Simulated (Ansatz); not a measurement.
Input file:

```yaml
crystal:
  periodic: [false, false, false]
  atoms:
    - {symbol: N, position_ang: [0.000000, 0.000000, 1.030901]}
    - {symbol: C, position_ang: [0.000000, 0.000000, -0.947099]}
    - {symbol: H, position_ang: [0.000000, -0.937350, -1.520028]}
    - {symbol: H, position_ang: [0.000000, 0.937349, -1.520028]}
basis:
  gaussian: {orbitals: cc-pVDZ}
magnetization: {spin_polarized: true, initial_magnetization: 1}
correlation: {method: mp2, electrons: outside_noble_gas}
```

```sh
$ ansatz run in.yaml --threads 1 --pin off --events-out ev --progress --plain --max-ram 2393MiB
```

Log:

```
355 factors; integrals over basis functions are off by at most 1.3e-3 eV
mean field evaluation 1: about -2534.4853 eV, gradient 1.2e1 eV
mean field evaluation 2: about -2534.4857 eV, gradient 1.2e1 eV
mean field evaluation 4: about -2535.9052 eV, gradient 5.0e0 eV
mean field evaluation 8: about -2535.9225 eV, gradient 1.8e0 eV
mean field evaluation 16: about -2539.4789 eV, gradient 2.0e-3 eV
mean field evaluation 32: about -2536.9711 eV, gradient 8.2e0 eV
mean field evaluation 64: about -2535.4068 eV, gradient 5.9e-4 eV
mean field -2539.47887036 eV, -93.3241271653 hartree, gradient 4.8e-6 eV, S^2 2.241638; 6 other end points of the search recorded, 0 dependent functions left out
2 core orbitals not correlated: weight in the atoms' cores, before any rotation towards them, 1.000 or more for the frozen orbitals, at most 0.000 for the correlated occupied ones
reference -2539.47887036 eV, -93.3241271653 hartree; 6, 5 occupied and 30, 31 virtual orbitals, 355 factors
second order -5.11044276 eV of doubles, -0.00000000 eV of singles
Total energy: -2544.58931312 eV, -93.5119324728 hartree
```

Ran on 1 thread of Intel Xeon 6975P-C, shared host: 0.51 s wall, 0.16 GiB peak host memory.
